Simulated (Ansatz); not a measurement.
Cost and result for the atomization energy of `CO/C=C(/N)O` (13 atoms, 12 bonds).

```tsv
atom	x (Å)	y (Å)	z (Å)
C1	-0.993	1.774	-0.760
O2	-1.195	0.473	-0.249
C3	-0.127	-0.373	-0.479
C4	0.516	-0.869	0.586
N5	1.633	-1.680	0.570
O6	0.127	-0.572	1.843
H7	-1.884	2.358	-0.524
H8	-0.112	2.245	-0.309
H9	-0.860	1.751	-1.848
H10	0.120	-0.618	-1.505
H11	1.596	-2.408	1.269
H12	1.852	-2.047	-0.342
H13	-0.672	-0.034	1.747
```

The species carries charge 0 and has multiplicity 1. All single points use the PBE0-D4/def2-TZVP geometry. It is one conformer, not always the lowest. Program: Ansatz. All runs use 4 threads of an AMD EPYC 7B13 on a shared host. Times are those of one run each, without the atoms' runs, and a repeat can differ threefold. Electronic energies, without spin–orbit coupling; frozen cores. CCSD(T)/CBS adds CCSD(T) − MP2 in def2-TZVPP to the MP2 limit, and its time is that of the two runs behind it. T1 = 0.012. B3LYP takes the VWN-RPA correlation (the form of Gaussian; ORCA's B3LYP/G). HSE06 is the plane-wave form, built on full-range PBE exchange.

CCSD(T)/CBS is a level of theory with its own doubt, some kJ/mol a heavy atom from the limit and from the frozen cores, so smaller differences don't rank the functionals.

```tsv
level	functions	wall time	atomization (kcal/mol)	difference from CCSD(T)/CBS	per bond
LDA (SPW92)/def2-TZVPP	284	1.8 s	1444.4	218.6	18.2
BLYP-D4/def2-TZVPP	284	2.5 s	1236.1	10.3	0.9
PBE-D4/def2-TZVPP (with forces)	284	3.4 s	1270.2	44.4	3.7
HSE06-D4/def2-TZVPP	284	3.6 s	1236.1	10.3	0.9
B3LYP-D4/def2-TZVPP (with forces)	284	4.6 s	1229.4	3.6	0.3
r2SCAN-D4/def2-TZVPP (with forces)	284	4.7 s	1229.9	4.1	0.3
B2PLYP/def2-TZVPP	284	6 s	1215.0	-10.8	-0.9
ωB97X-V/def2-TZVPP	284	6.5 s	1229.6	3.8	0.3
PBE-QIDH/def2-TZVPP	284	7 s	1216.9	-8.9	-0.7
CCSD(T)/def2-SVP	119	10 s	1159.0	-66.8	-5.6
MP2/def2-QZVPP	552	30 s	1238.6	12.8	1.1
CCSD(T)/def2-TZVPP	284	5.5 min	1190.2	-35.6	-3.0
CCSD(T)/CBS(def2)	–	5.9 min	1225.8	0.0	0.0
```

Leaving LDA and LC-ωPBE aside and taking each functional with its dispersion term where it has one, the values, not all of them listed here, spread over 92.6 kcal/mol, from BHLYP-D4 to PBE-D4. LDA lies +179.5 kcal/mol from PBE without D4, its usual overbinding. From PBE to PBE0 (25 % exact exchange), in def2-TZVPP and without D4, the atomization energy moves by −34.6 kcal/mol: exact exchange takes away binding that semilocal exchange gives to molecules. At CCSD(T), def2-SVP lies −66.7 kcal/mol from the extrapolated value and def2-TZVPP −35.5 kcal/mol: correlation converges slowly with the basis, and small sets miss more of it in the bonded molecule than in its fragments.
